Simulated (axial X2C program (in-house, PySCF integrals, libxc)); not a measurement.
Spin–orbit effects along a row: molecules with F (ions), PBE0

All values come from calculations with an axial X2C code built on PySCF integrals, spin-free (one-electron X2C) or two-component (2c: spin–orbit coupling with atomic mean-field Coulomb and Gaunt terms, which also bring small scalar terms), in Dyall basis sets with cores contracted in-house; open shells are unrestricted.

Basis sets: Al dyall-v3z, Cl dyall-av3z, F dyall-av3z, Mg dyall-cv3z, Na dyall-cv3z, P dyall-v3z, S dyall-av3z, Si dyall-v3z.

```csv
molecule,spin-free state,Re (Å),ωe (cm⁻¹),De (eV),2c state,Re 2c (Å),ωe 2c (cm⁻¹),De 2c (eV)
NaF⁺,"M_S = 1/2, Λ = 1",2.452,153.1,n/a,Ω = 3/2,2.452,153.2,0.00
MgF⁺,"M_S = 0, Λ = 0",1.691,837.7,4.15,Ω = 0,1.691,837.6,4.15
AlF⁺,"M_S = 1/2, Λ = 0",1.610,927.3,3.21,Ω = 1/2,1.610,927.4,3.21
SiF⁺,"M_S = 0, Λ = 0",1.547,1019.4,6.59,Ω = 0,1.547,1019.5,6.59
PF⁺,"M_S = 1/2, Λ = 1",1.520,1042.0,5.38,Ω = 1/2,1.520,1041.9,5.40
SF⁺,"M_S = 1, Λ = 0",1.515,1033.8,3.90,Ω = 1,1.515,1033.6,3.90
ClF⁺,"M_S = 1/2, Λ = 1",1.535,974.5,2.97,Ω = 3/2,1.535,974.1,3.00
```

Question: Work out the shifts from the spin-free to the two-component result.

Answer: 

| molecule | 2c state | ΔRe (Å) | Δωe (cm⁻¹) | ΔDe (eV) |
| --- | --- | --- | --- | --- |
| NaF⁺ | Ω = 3/2 | 0.000 | 0.1 | n/a |
| MgF⁺ | Ω = 0 | 0.000 | -0.1 | 0.00 |
| AlF⁺ | Ω = 1/2 | 0.000 | 0.1 | 0.00 |
| SiF⁺ | Ω = 0 | 0.000 | 0.1 | 0.00 |
| PF⁺ | Ω = 1/2 | 0.000 | -0.1 | 0.02 |
| SF⁺ | Ω = 1 | 0.000 | -0.2 | 0.00 |
| ClF⁺ | Ω = 3/2 | 0.000 | -0.4 | 0.03 |

Shifts of one unit in the last digit are rounding.

Fragments in 2c: Na+ + F, Mg+ + F, Al+ + F, Si+ + F, P+ + F, S+ + F, Cl+ + F. Each entry is the lowest single determinant of a limited PBE0 search at one distance. De goes to single-determinant-based atoms at the same level (for ions the charge split of lowest energy) and is withheld (n/a) where an atom does not fit its ground term or J level. Main or longest-lived isotopes. One determinant is a doubtful description, or other states lie close, for NaF⁺, SF⁺; these need not be ground states, and all values refer to the states named. Some open-shell Ω = 0 determinants are out of reach, so the Ω given for SF⁺ need not be the lowest component. With several unpaired electrons the Ω given is that of one determinant, not necessarily of the lowest component. Some light 2c atoms are not at their ground J level, so De misses part of their lowering (0.04 eV or less). The functionals have no current term, which raises determinants with orbital currents.
